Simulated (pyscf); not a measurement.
Thermochemistry of product channels of Cl–Ge•(Cl)–Cl + H₂O on the doublet surface, in kJ/mol, from ωB97M-D3(BJ)/def2-TZVP energies (ideal gas, 1 atm, RRHO with modes under 100 cm⁻¹ raised to 100, one conformer, R ln 2 for chiral ones without a mode under 150 cm⁻¹). Structures and frequencies: ωB97X-D3(BJ)/def2-SVP in PySCF.

```json
[
 {"products": "Cl• + HO–GeH(Cl)–Cl", "ΔE": "+121.6", "ΔH(298 K)": "+117.8", "ΔG(600 K)": "+134.8", "ΔG(900 K)": "+141.6"},
 {"products": "•O–Ge(Cl)(Cl)–Cl + H₂", "ΔE": "+158.9", "ΔH(298 K)": "+137.7", "ΔG(600 K)": "+151.2", "ΔG(900 K)": "+154.7"},
 {"products": "HCl + HO–Ge•(Cl)–Cl", "ΔE": "+34.5", "ΔH(298 K)": "+27.5", "ΔG(600 K)": "+23.5", "ΔG(900 K)": "+20.3"},
 {"products": "Cl–GeH(Cl)–Cl + OH•", "ΔE": "+163.6", "ΔH(298 K)": "+151.4", "ΔG(600 K)": "+161.2", "ΔG(900 K)": "+164.9"},
 {"products": "HO–Ge(Cl)(Cl)–Cl + H•", "ΔE": "+89.2", "ΔH(298 K)": "+70.9", "ΔG(600 K)": "+92.2", "ΔG(900 K)": "+98.7"}
]
```

These are energies of the channels, which say nothing of barriers. Left out: orbital degeneracy and the spin-orbit lowering of Cl, OH. Elements up to Kr have no core potential and no relativistic terms here.
